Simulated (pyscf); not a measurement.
Substitution at C: H₃Si–CH₂–GeH₃ + H• → H₃C–SiH₃ + GeH₃•

Gas phase, doublet surface, charge 0. Bonds broken: C2–Ge3. Bonds formed: C2–H12. Optimised with ωB97X-D3(BJ)/def2-SVP in PySCF.

Transition state (Å):

```xyz
12

Si    -0.1936    -0.3428    -1.0164
C     -0.0723     0.4734     0.6794
Ge    -2.2141     0.9605     1.0526
H     -1.6125    -0.3770    -1.4978
H      0.2895    -1.7479    -0.9286
H      0.6015     0.4380    -2.0032
H      0.0214    -0.1257     1.5935
H      0.2544     1.5150     0.7873
H     -2.7345     1.9125    -0.0403
H     -3.0524    -0.3313     1.0600
H     -2.3223     1.6504     2.4284
H      1.3492     0.1322     0.3962
```

One imaginary mode, 1180i cm⁻¹; descent along it reached the two sides named.

| bond | change | reactant side (Å) | saddle | product side |
|---|---|---|---|---|
| C2–Ge3 | breaks | 1.954 | 2.228 | 3.8 |
| C2–H12 | forms | 3.9 | 1.489 | 1.101 |

Electronic energies relative to the separated reactants (eV):

```
level                   barrier  reaction energy  reverse barrier
----------------------  -------  ---------------  ---------------
ωB97X-D3(BJ)/def2-TZVP     0.88            -0.99             1.87
PBE/def2-TZVP              0.50            -1.21             1.71
r²SCAN/def2-TZVP           0.52            -1.24             1.77
B3LYP-D3(BJ)/def2-TZVP     0.59            -1.28             1.87
PBE0-D3(BJ)/def2-TZVP      0.66            -1.11             1.77
M06-2X/def2-TZVP           0.77            -1.24             2.01
ωB97M-D3(BJ)/def2-TZVP     0.80            -1.22             2.02
HF/def2-TZVP               1.55            -1.20             2.75
```

With ωB97M-D3(BJ)/def2-TZVP energies and thermal terms (ideal gas, 1 atm, RRHO with modes under 100 cm⁻¹ raised to 100, one conformer, R ln 2 for chiral ones without a mode under 150 cm⁻¹), in eV:

```
T (K)   ΔH‡   ΔG‡     ΔH     ΔG
-----  ----  ----  -----  -----
298    0.82  1.13  -1.08  -1.20
600    0.79  1.46  -1.14  -1.29
900    0.77  1.80  -1.21  -1.36
1200   0.76  2.15  -1.27  -1.40
```

Abstraction by the radical was not located in this set and often lies lower. This is the saddle that the search found; another between the same sides may lie lower. The angle at the attacked C is 179°. Elements up to Kr have no core potential and no relativistic terms here.
